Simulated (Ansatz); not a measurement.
Mulliken charges of MgS, SMILES `[Mg]=[S]` from PBE/def2-TZVPP in Ansatz (PBE0-D4/def2-TZVP geometry).

| atom | x (Å) | y (Å) | z (Å) | charge (e) |
| --- | --- | --- | --- | --- |
| Mg1 | 0.911 | -0.303 | 0.467 | 0.523 |
| S2 | -0.911 | 0.303 | -0.467 | -0.523 |

**Question.** By hand: the dipole of these point charges (1 e Å = 4.8032 D).

**Answer.** Σ q r = (0.953, -0.317, 0.488) e Å, of length 1.117 e Å = 5.37 D.

**Question.** How does the dipole of the full density compare? (An estimate is asked.)

**Answer.** The calculation gave: (1.247, -0.415, 0.639) e Å, 7.02 D; the point charges give 0.76 times that, at 0° from its direction.

Point charges leave out the atoms' own dipoles, such as those of lone pairs, and Mulliken's split depends on the basis, so the two needn't agree.
